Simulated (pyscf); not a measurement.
HO–SiH₃ (SMILES O[SiH3]) + H₂O (SMILES O) → H₂O (SMILES O) + HO–SiH₃ (SMILES O[SiH3]) (four-centre exchange; singlet surface; O–Si, H–O broken, H–O, O–Si formed). PySCF, gas phase, ωB97X-D3(BJ)/def2-SVP geometries. Correlated levels are frozen-core, on RHF or UHF. ΔMP2 is the change of the MP2 total energy from the triple- to the quadruple-zeta basis. Energies in kcal/mol from the separated reactants.

```tsv
level	barrier	reaction energy
PBE/def2-TZVP	20.7	0.0
r²SCAN/def2-TZVP	22.3	0.0
PBE0-D3(BJ)/def2-TZVP	22.7	0.0
ωB97M-D3(BJ)/def2-TZVP	24.7	0.0
CCSD/def2-TZVPP	30.2	0.0
CCSD(T)/def2-TZVPP	[?]	0.0
CCSD(T)/def2-TZVPP + ΔMP2(QZVPP)	[?]	0.0
```

Some entries are withheld; supply them.


- CCSD(T)/def2-TZVPP, barrier: 27.7
- CCSD(T)/def2-TZVPP + ΔMP2(QZVPP), barrier: 28.1

Of the functionals in the table, ωB97M-D3(BJ) is closest to CCSD(T)/def2-TZVPP + ΔMP2(QZVPP) in the barrier (3.4 kcal/mol apart) and PBE least close (7.4 kcal/mol); that level has limits of its own. On the reactant side the descent ends in a complex, 4.6 kcal/mol under the separated species and 29.6 kcal/mol under the saddle at ωB97X-D3(BJ)/def2-TZVP. On the product side the descent ends in a complex (not fully relaxed), 4.6 kcal/mol under the separated species and 29.6 kcal/mol under the saddle at ωB97X-D3(BJ)/def2-TZVP. At ωB97X-D3(BJ) the barrier from the zero used here is 25.0 kcal/mol. One saddle was located; it need not be the lowest between these sides. The CCSD(T) − MP2 part came from Ansatz, without density fitting, on the same reference.
